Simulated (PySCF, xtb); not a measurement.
C₂H₄, SMILES C=C.

Harmonic wavenumbers (cm⁻¹) from GFN2-xTB (xtb) at its own minimum, in rising order: 841, 872, 1021, 1035, 1183, 1394, 1420, 1705, 3096, 3097, 3104, 3129.

Question: What does PBE-D3(BJ)/def2-TZVP (PySCF 2.14.0) give at its own minimum? (Estimate from the structure and the level; the computed values follow.)

Answer: 806, 932, 938, 1033, 1201, 1342, 1424, 1643, 3064, 3076, 3135, 3164. Paired by order, the mean absolute difference is 36 cm⁻¹ and the zero-point energies are 31.3 and 31.1 kcal/mol.
